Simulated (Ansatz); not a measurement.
# C₂H₃+ (triplet): from Hartree-Fock to the top rungs, cc-pVDZ

Aim: climb from Hartree-Fock through coupled cluster and multireference methods for C₂H₃+ (triplet) at one geometry and basis, and see what each rung misses.

Computed with Ansatz 0.2.0, Gaussian basis. Level: cc-pVDZ, core rule «outside noble gas», up to 2 orbitals frozen.

The runs, in order: UHF; CCSD(T) on ROHF; CCSD(T) on UHF; BCCD(T) on ROHF; CISD as a restricted active space (open shells left free, so some higher excitations enter); CCSDT(Q) on ROHF; CCSDT(Q) on UHF; CASSCF and NEVPT2, 10 electrons in 11 orbitals.

17 further runs of the same task are left out: 6 that didn't finish, 11 set aside as unsound or not needed. Runs told in other sessions of the task aren't counted.

### Step 1. The system

The geometry is a PBE0/def2-TZVP stationary point (not a proven minimum) of the parent state, kept for this charge and spin.

5 atoms, charge 1, spin multiplicity 3.

Atoms are counted from 1 here; the program's logs count them from 0.

Bond lengths: C1–C2 1.428 Å, C1–H3 1.121 Å, C1–H4 1.099 Å, C1–H5 1.099 Å. Angles: C2–C1–H3 91.4°, C2–C1–H4 118.1°, C2–C1–H5 118.1°, H3–C1–H4 106.6°, H3–C1–H5 106.6°, H4–C1–H5 112.4°.

### Step 2. UHF

Input file in.yaml:

```yaml
crystal:
  periodic: [false, false, false]
  atoms:
    - {symbol: C, position_ang: [-0.011769, 0.000000, 0.594637]}
    - {symbol: C, position_ang: [-0.025439, 0.000000, -0.833034]}
    - {symbol: H, position_ang: [1.109363, -0.000004, 0.611143]}
    - {symbol: H, position_ang: [-0.332990, 0.912927, 1.114803]}
    - {symbol: H, position_ang: [-0.332996, -0.912924, 1.114803]}
basis:
  gaussian: {orbitals: cc-pVDZ}
total_charge: 1
magnetization: {spin_polarized: true, initial_magnetization: 2}
hamiltonian: {xc: hf}
output: {orbitals: {seedname: orbitals}}
```

On the command line:

```
> ansatz run in.yaml --threads 1 --pin off --events-out ev --progress --plain --max-ram 2393MiB
```

Further steps of the session: CCSD(T) on ROHF; CCSD(T) on UHF; BCCD(T) on ROHF; CISD as a restricted active space (open shells left free, so some higher excitations enter); CCSDT(Q) on ROHF; CCSDT(Q) on UHF; CASSCF and NEVPT2, 10 electrons in 11 orbitals.

**Question.** What will the summary of the whole plan be? Wanted: UCCSDT(Q) from the RHF energy; RMP2 from UCCSDT(Q); UMP2 from UCCSDT(Q); RCCSD from UCCSDT(Q); RCCSD(T) from UCCSDT(Q); UCCSD(T) from UCCSDT(Q); RCCSDT(Q) from UCCSDT(Q); NEVPT2 valence from UCCSDT(Q); T1 diagnostic.

**Answer**, as computed:

| quantity | value |
| --- | --- |
| UCCSDT(Q) from the ROHF energy | -6.4708 eV |
| RMP2 from UCCSDT(Q) | +1120.3 meV |
| UMP2 from UCCSDT(Q) | +1093.9 meV |
| RCCSD from UCCSDT(Q) | +241.5 meV |
| RCCSD(T) from UCCSDT(Q) | +41.2 meV |
| UCCSD(T) from UCCSDT(Q) | +41.0 meV |
| RCCSDT(Q) from UCCSDT(Q) | +2.4 meV |
| NEVPT2 valence from UCCSDT(Q) | +791.9 meV |
| levels within 1 kcal/mol (43 meV) | RCCSD(T), UCCSD(T), BCCD(T), RCCSDT, UCCSDT, RCCSDT(Q) |
| T1 diagnostic | 0.029 |
| effectively unpaired electrons | 2.03 |

RCCSD(T) lands +41.2 meV from the yardstick (0.6 % of the correlation energy). One determinant dominates. These misses are within one basis, not against nature; the frozen cores of restricted and unrestricted runs differ, which can shift their rows.

With open shells the CI space here admits some higher excitations, so it is larger than plain CISD.
